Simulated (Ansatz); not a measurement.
Total energies of the cluster B3H2 from Ansatz at PBE0-D4/def2-TZVP, gas phase (1 Eh = 27.2114 eV = 2625.5 kJ/mol). The reference geometry is relaxed at r2SCAN-D4/def2-TZVP.

```xyz
5

B     0.173    1.128    0.603
B    -0.389    0.554   -0.704
B     0.417   -0.373    0.800
H     0.642   -1.509    1.037
H    -0.843    0.200   -1.736
```

```csv
state,geometry,energy (Eh)
charge 0 doublet,reference,-75.48263
charge 1 triplet,reference,-75.13412
charge 0 quartet,relaxed at r2SCAN-D4/def2-TZVP,-75.40563
free B atom (doublet),–,-24.61828
free H atom (doublet),–,-0.50104
```

Question: Work out the vertical ionisation energy to the triplet.

Answer: E(charge 1 triplet) − E(charge 0 doublet) = -75.13412 − (-75.48263) = 0.34851 Eh = 9.48 eV. For comparison, −ε of the highest occupied level of the spin that leaves is 7.28 eV at this level, 2.20 eV less.

Question: Which of the charge 0 states is lowest, and how far above it are the others?

Answer: The doublet. quartet: -75.40563 − (-75.48263) = 0.07700 Eh = 202.2 kJ/mol.

Question: What is the binding energy per atom against free atoms?

Answer: Atoms: 3 × (-24.61828) + 2 × (-0.50104) = -74.85692 Eh. Binding: -74.85692 − (-75.48263) = 0.62571 Eh = 17.03 eV, or 3.41 eV for each of 5 atoms (no zero-point energy, no counterpoise term).

The structure comes from a short search, and lower isomers may exist.
